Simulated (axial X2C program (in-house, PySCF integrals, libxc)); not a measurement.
Worked dissociation energy of LiB⁺: PBE50, without spin–orbit coupling

Computed with an in-house all-electron X2C program for linear molecules (integrals from PySCF). Spin-free means the one-electron spin-free X2C Hamiltonian. Basis: B dyall-v3z [7s6p2d1f], Li dyall-cv3z [7s8p2d] (cores contracted in-house); Gaussian nuclei, density fitting, unrestricted open shells. Masses: B 11.009 u, Li 7.016 u.

Molecular state: M_S = 1/2, Λ = 0 (beyond evenly filled blocks: σα).

- E(B) (2M_S = 1, M_L = 0): -24.634822 hartree
- E(Li+) (2M_S = 0, M_L = 0): -7.269153 hartree
- E(LiB⁺) at Re: -31.936773 hartree
- ωe: 351.8 cm⁻¹
- ωexe: 5.06 cm⁻¹

(1) Work out De and D0.

Occupations by symmetry block were frozen at the best pattern of an incomplete PBE0 search. De is counted from the lowest determinant-based energies of the atoms at the same level, without counterpoise correction.

Each atomic determinant is the lowest at this level and need not be a pure term. Totals compare only within one Hamiltonian and basis.

Answers

(1) De = -24.634822 + (-7.269153) − (-31.936773) = 0.03280 hartree = 0.892 eV. The zero-point energy is ωe/2 − ωexe/4 = 175 cm⁻¹ = 0.022 eV, so D0 = 0.871 eV.
